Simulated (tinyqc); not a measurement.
Harmonic frequencies on the B3LYP (VWN-RPA form)/sto-6g surface (energies and gradients from PySCF), for HF, spin multiplicity 1, step by step. One step of it, computed by the program tinyqc.

Question. Normal modes. Diagonalise H_ij / sqrt(m_i m_j); the 5 smallest eigenvalues belong to translations and rotations; wavenumber = sqrt(eigenvalue / 1822.888) x 219474.63; each mode has its largest component positive (the first on a tie); zero-point energy = sum of wavenumbers / 2, with 349.755 1/cm per kcal/mol.

Hessian (symmetrised) (hartree/bohr^2):
```
             1Fx          1Fy          1Fz          2Hx          2Hy          2Hz
1Fx  -0.00001433   0.00000000   0.00000000  -0.00000087   0.00000000   0.00000000
1Fy   0.00000000  -0.00001433   0.00000000   0.00000000  -0.00000087   0.00000000
1Fz   0.00000000   0.00000000   0.52691339   0.00000000   0.00000000  -0.52690322
2Hx  -0.00000087   0.00000000   0.00000000   0.00001606   0.00000000   0.00000000
2Hy   0.00000000  -0.00000087   0.00000000   0.00000000   0.00001606   0.00000000
2Hz   0.00000000   0.00000000  -0.52690322   0.00000000   0.00000000   0.52689305
```

masses (u): 1F 18.998403, 2H 1.007825

Give: eigenvalues of the mass-weighted Hessian; harmonic wavenumbers of the vibrations; mass-weighted modes; zero-point energy.

Answer.

eigenvalues of the mass-weighted Hessian (hartree/(bohr^2 u)): 0.0000  0.0000  0.0000  0.0000  0.0000  0.5505

harmonic wavenumbers of the vibrations (1/cm): 3814.1

mass-weighted modes:
```
      mode 1
1Fx   0.0000
1Fy   0.0000
1Fz  -0.2244
2Hx   0.0000
2Hy   0.0000
2Hz   0.9745
```

zero-point energy = 5.4526 kcal/mol
